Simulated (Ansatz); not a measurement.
Born–Oppenheimer molecular dynamics of CH6OSi (9 atoms, charge 0, multiplicity 1). It starts from a relaxed structure.

All numbers below come from Ansatz, RKS PBE0/cc-pVDZ.

```json
{
  "ensemble": "NVE (velocity Verlet)",
  "time step": "0.5 fs",
  "steps asked": "100",
  "starting velocities drawn for": "1000 K",
  "masses": "H 2.014 u",
  "seed": "655203"
}
```

First frame:

```xyz
9
Properties=species:S:1:pos:R:3
Si -0.006 -0.024 -0.054
H 0.186 -0.223 1.423
O 1.475 -0.023 -0.858
C 2.330 -1.143 -0.815
H 1.855 -2.045 -1.245
H 3.227 -0.912 -1.408
H 2.651 -1.381 0.217
H -0.615 1.311 -0.328
H -0.893 -1.123 -0.566
```

Task: What does the run give?

Result: All steps were run.

```
steps done                                               : 100
time covered                                             : 50 fs
mean temperature over the second half                    : 501 K
spread of the potential energy over the second half      : 4.5 meV per atom
mean potential energy of the second half above the start : 50.3 meV per atom
```

The conserved energy stayed within 0.21 meV per atom of its start (net change 0.1 meV per atom), so the integration is sound. A run of 0.05 ps of so small a system gives no equilibrium averages.

Task: What happens to the structure?

Result: The same pairs are bonded in the first frame and the last. Pairs count as bonded within 1.25 times the sum of covalent radii (0.12 Å more for H–H). This is one draw of velocities; another would differ in detail.

Task: How do temperature and energy run in time?

Result: 
```json
{"time (fs)": "0", "T (K)": "1000", "potential energy less start (eV)": "0.000", "conserved less start (meV/atom)": "0.00"}
{"time (fs)": "4", "T (K)": "589", "potential energy less start (eV)": "0.374", "conserved less start (meV/atom)": "0.19"}
{"time (fs)": "8", "T (K)": "319", "potential energy less start (eV)": "0.617", "conserved less start (meV/atom)": "0.15"}
{"time (fs)": "12", "T (K)": "243", "potential energy less start (eV)": "0.687", "conserved less start (meV/atom)": "0.19"}
{"time (fs)": "16", "T (K)": "475", "potential energy less start (eV)": "0.476", "conserved less start (meV/atom)": "0.13"}
{"time (fs)": "20", "T (K)": "692", "potential energy less start (eV)": "0.280", "conserved less start (meV/atom)": "0.10"}
{"time (fs)": "24", "T (K)": "570", "potential energy less start (eV)": "0.390", "conserved less start (meV/atom)": "0.16"}
{"time (fs)": "28", "T (K)": "528", "potential energy less start (eV)": "0.429", "conserved less start (meV/atom)": "0.14"}
{"time (fs)": "32", "T (K)": "538", "potential energy less start (eV)": "0.420", "conserved less start (meV/atom)": "0.14"}
{"time (fs)": "36", "T (K)": "469", "potential energy less start (eV)": "0.482", "conserved less start (meV/atom)": "0.13"}
{"time (fs)": "40", "T (K)": "435", "potential energy less start (eV)": "0.512", "conserved less start (meV/atom)": "0.17"}
{"time (fs)": "44", "T (K)": "518", "potential energy less start (eV)": "0.437", "conserved less start (meV/atom)": "0.11"}
{"time (fs)": "48", "T (K)": "502", "potential energy less start (eV)": "0.453", "conserved less start (meV/atom)": "0.19"}
```

Time of the run: 3.6 min on 1 thread of Arm Neoverse V2 (shared host), peak memory 0.13 GiB.
